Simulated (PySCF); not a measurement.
Gas-phase reaction: C₃H₄ (propyne) + C₃H₆ (cyclic) = 2 C₃H₅ (allyl)

Method: PySCF energies (xtb for GFN2) plus ideal-gas RRHO corrections (1 bar). 'Table' is the NASA 1993 thermochemical table (part measured, part estimated). † marks an energy on the PBE0/def2-TZVP geometry and frequencies; other levels use their own. CCSD(T) freezes the core. Open shells (unrestricted): C₃H₅ (allyl) (multiplicity 2); the rest are closed-shell singlets. GFN2 has no spin-polarisation term. B3LYP is the form with VWN-RPA correlation. CCSD(T) isn't extrapolated to the basis-set limit. The table's entry may be an old estimate for C₃H₅ (allyl) (not checked at source). Warning, spin contamination: C₃H₅ (allyl) (CCSD(T)/def2-SVP†, CCSD(T)/def2-TZVPP†).

```tsv
level	ΔH°(298 K), kJ
table	100.2
B3LYP/def2-TZVP†	…
CCSD(T)/def2-SVP†	…
CCSD(T)/def2-TZVPP†	95.4
GFN2-xTB	226.8
PBE/def2-SVP	…
PBE0/def2-SVP†	75.2
```

### Question
What belongs in the gaps?

### Answer

- B3LYP/def2-TZVP†, ΔH°(298 K), kJ: 59.7
- CCSD(T)/def2-SVP†, ΔH°(298 K), kJ: 92.1
- PBE/def2-SVP, ΔH°(298 K), kJ: 79.6
